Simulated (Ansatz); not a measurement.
Reaction: CHN (methanidylidyneazanium, SMILES [C-]#[NH+]) → CHN (parent SMILES [NH+]#[C-], triplet)
Each species at its own B3LYP-D3(BJ)/def2-TZVP minimum (Ansatz, an electronic-structure program).

Wanted: adiabatic triplet-singlet gap (electronic), in kcal/mol. UHF or UKS for unpaired electrons; spin-orbit terms are left out. Cores are frozen in correlated methods. Rows without X2C or -DK are non-relativistic. CBS(X,Y): correlation extrapolated as X^-3, Hartree-Fock from the larger set (Q,5: extrapolated as (X+1)exp(-9√X)). A bracket is a step between two methods taken in the basis named. Functionals run without relativity, which enters their misses. '+ core + X2C': CCSD(T) terms for core correlation (cc-pwCVTZ) and scalar relativity (cc-pVTZ-DK). The UHF reference of CHN (parent SMILES [C-]#[NH+], triplet) is spin-contaminated (<S^2> up to 0.31 over the pure value in the sets run). The spin of CHN (parent SMILES [C-]#[NH+], triplet) was assumed, and the state is the lowest solution found for it.

Compared with CCSD(T)/CBS(cc-pVQZ,cc-pV5Z) + [CCSDT(Q) - CCSD(T)]/cc-pVTZ + [CCSDTQ - CCSDT(Q)]/cc-pVDZ + core + X2C (Ansatz): 107.3 kcal/mol.

Costs are rough ratios of core time, to one figure, on one kind of shared machine, summed over the single points of the molecules; atoms, geometries and frequencies are left out. The first row took roughly 3 core seconds; short runs hold start-up time.

```csv
level,program,cost relative to the first row
PBE0/def2-TZVPD,Ansatz,1
r2SCANh/def2-TZVPD,Ansatz,1
CCSD(T)/cc-pVQZ,Ansatz,40
"CCSD(T)/CBS(cc-pVTZ,cc-pVQZ)",Ansatz,50
CCSDT(Q)/cc-pVTZ,Ansatz,200
CCSDTQ/cc-pVDZ,Ansatz,800
```

Question: Among the rows that cost no more than CCSD(T)/CBS(cc-pVTZ,cc-pVQZ), which comes nearest?

Answer: CCSD(T)/cc-pVQZ.
```json
[
 {"level": "PBE0/def2-TZVPD", "difference (kcal/mol)": "-5.6"},
 {"level": "r2SCANh/def2-TZVPD", "difference (kcal/mol)": "-9.5"},
 {"level": "CCSD(T)/cc-pVQZ", "difference (kcal/mol)": "0.6"},
 {"level": "CCSD(T)/CBS(cc-pVTZ,cc-pVQZ)", "difference (kcal/mol)": "1.2"},
 {"level": "CCSDT(Q)/cc-pVTZ", "difference (kcal/mol)": "-1.4"},
 {"level": "CCSDTQ/cc-pVDZ", "difference (kcal/mol)": "-5.0"}
]
```
